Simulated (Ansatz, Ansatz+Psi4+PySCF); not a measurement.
```xyz
4

C    -0.3679   -1.5992   -1.0534
C    -0.1217   -0.5290   -0.3484
C     0.1217    0.5290    0.3484
C     0.3679    1.5992    1.0534
```

Basis set: cc-pVTZ (spherical functions). Frozen core: 4 orbitals. Correlation on ROHF uses semicanonical orbitals with singles. Charge 0, multiplicity 3.

Computed with Ansatz (development build ahead of 0.2.0); each method stands on the lowest determinant of its kind that the runs found.

**Question.** Give the atomization energy at this shape (free ground-state atoms in the same class of orbitals less the molecule, no zero-point energy) of triplet C₄ by UHF-CCSD(T), UHF-CCSD, ROHF-MP2, UHF-MP2, UHF, ROHF.

**Answer.**

| method | atomization energy |
| --- | --- |
| UHF-CCSD(T) | 418.47 kcal/mol |
| UHF-CCSD | 402.27 kcal/mol |
| ROHF-MP2 | 433.72 kcal/mol |
| UHF-MP2 | 430.38 kcal/mol |
| UHF | 292.58 kcal/mol |
| ROHF | 288.39 kcal/mol |

Caution for UHF-CCSD(T), UHF-CCSD, UHF-MP2: large share of triples, a single reference is doubtful. Caution for UHF-CCSD(T), UHF-CCSD: the program doubts this total. Caution for UHF-CCSD(T), UHF-CCSD, UHF-MP2, UHF: the unrestricted determinant is spin contaminated. Caution for ROHF-MP2, ROHF: an unrestricted determinant lies well below; the determinant breaks the point group. Caution for ROHF-MP2: another reference gives a lower total.
